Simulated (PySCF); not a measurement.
**SiH⁺: a composite coupled-cluster calculation**

State: ¹Σ⁺, singlet, closed shell. De refers to Si⁺ + H. RHF-based CCSD(T) in PySCF 2.14 with Si aug-cc-pV(T+d)Z, H aug-cc-pVTZ and Si aug-cc-pV(Q+d)Z, H aug-cc-pVQZ (frozen core orbitals: 5; no relativity). Correlation energies are extrapolated as n⁻³ (n = 3, 4), Hartree–Fock as (n+1)·exp(−9√n). CV is the change on freezing 1 orbitals instead, in Si cc-pwCVTZ, H cc-pVTZ. SR is the spin-free X2C energy in Si cc-pVTZ-DK, H cc-pVTZ-DK less the non-relativistic one in Si cc-pVTZ, H cc-pVTZ.

```csv
Level,Re (Å),ωe (cm⁻¹),ωexe (cm⁻¹),αe (cm⁻¹),De (eV)
CCSD(T)/TZ,1.5077,2148.2,33.4,0.197,3.376
CCSD(T)/QZ,1.5060,2161.7,34.2,0.199,3.415
HF/CBS,1.4947,2267.4,28.0,0.173,2.439
MP2/CBS,1.4991,2224.6,30.1,0.182,3.304
CCSD/CBS,1.5040,2179.0,33.6,0.195,3.426
CCSD(T)/CBS,1.5058,2167.1,34.2,0.198,3.442
CCSD(T)/CBS+CV,1.5037,2164.9,34.3,0.199,3.436
CCSD(T)/CBS+CV+SR,1.5037,2162.4,34.2,0.199,3.431
```

Task: How much is left between CCSD(T)/QZ and the basis-set limit, and how much do the triples give at the limit?

Result: CCSD(T)/CBS less CCSD(T)/QZ: -0.2 mÅ in Re, +5.4 cm⁻¹ in ωe and +0.027 eV in De. CCSD(T)/CBS less CCSD/CBS: +1.8 mÅ in Re, -11.9 cm⁻¹ in ωe and +0.016 eV in De.

Task: What do the later terms add?

Result: CV: -2.1 mÅ in Re, -2.2 cm⁻¹ in ωe and -0.006 eV in De; SR: +0.0 mÅ in Re, -2.5 cm⁻¹ in ωe and -0.005 eV in De, each against the row above.

The T1 diagnostic is 0.011. The open-shell atoms are computed with UHF. Spin–orbit coupling, excitations beyond (T) and corrections to the Born–Oppenheimer picture are left out.

The whole job (state search and all basis sets along the bond) took about 1.7 min on 4 threads of Intel Xeon 6975P-C (shared host), peak memory 4 GiB.
